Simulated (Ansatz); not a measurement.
Ansatz (a program for electronic structure) input:

Ansatz 0.2 input:
```yaml
crystal:
  periodic: [false, false, false]
  atoms:
    - {symbol: O, position_ang: [-0.42195369, 0.33467013, 1.76594524]}
    - {symbol: C, position_ang: [-0.15103716, 0.21838496, 0.57192676]}
    - {symbol: C, position_ang: [-0.04929788, 1.34265855, -0.29191886]}
    - {symbol: C, position_ang: [0.09401219, -1.13225463, -0.06455355]}
    - {symbol: H, position_ang: [0.00005580, -1.91561428, 0.68201010]}
    - {symbol: H, position_ang: [-0.21248364, 2.33103890, 0.10062733]}
    - {symbol: H, position_ang: [0.18970552, 1.23052232, -1.33411581]}
    - {symbol: H, position_ang: [1.09163460, -1.16210088, -0.49796764]}
    - {symbol: H, position_ang: [-0.62842982, -1.30209557, -0.86036992]}
basis:
  gaussian:
    orbitals: def2-TZVP
hamiltonian:
  xc: b3lyp
  dispersion: d3bj
magnetization: {spin_polarized: true, initial_magnetization: 1}
relax: {f_tol: 0.002, max_steps: 150}
```

Q: Predict the final energy.

A: -192.58580 Eh (B3LYP-D3(BJ)/def2-TZVP). The basis has 154 functions.

It need not be the lowest isomer of its formula.
